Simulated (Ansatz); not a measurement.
**Property card for Cu3Pd**

These are results of DFT PBEsol, scalar-relativistic, plane waves, PAW in Ansatz 0.2.0, not measurements.

Cutoff 420 eV; k points 12×12×12 on the computed 4-atom cell (Γ-centred); Gaussian smearing, width 0.10 eV; no spin polarisation.

The structure is relaxed at this level of theory with its symmetry kept. Whether it is the stable form of this composition wasn't checked.

```
Cu Pd
1.0
     3.65378    0.00000    0.00000
     0.00000    3.65378    0.00000
     0.00000    0.00000    3.65378
Cu Pd
3 1
Direct
  0.00000 0.50000 0.50000
  0.50000 0.00000 0.50000
  0.50000 0.50000 0.00000
  0.00000 0.00000 0.00000
```

```
Space group                                                       : Pm-3m (No. 221)
Volume per atom                                                   : 12.19 Å³
Formation energy from the elements' standard states (uncorrected) : -0.095 eV/atom
Kohn–Sham band gap                                                : none (metal)
Density of states at the Fermi level                              : 1.74 states/eV per cell
Löwdin character within 0.5 eV of the Fermi level                 : Cu 3d 35 %, Cu 4s 34 %, Pd 4d 16 %, unprojected 15 %
Bulk modulus                                                      : 178 GPa
Its pressure derivative                                           : 5.1
Bader charges (e)                                                 : Cu (3 in the cell) 0.12, Pd (1 in the cell) -0.37
```

Cost: 9 runs of about 3.3 core-minutes in all, on Arm Neoverse V1 (shared hosts).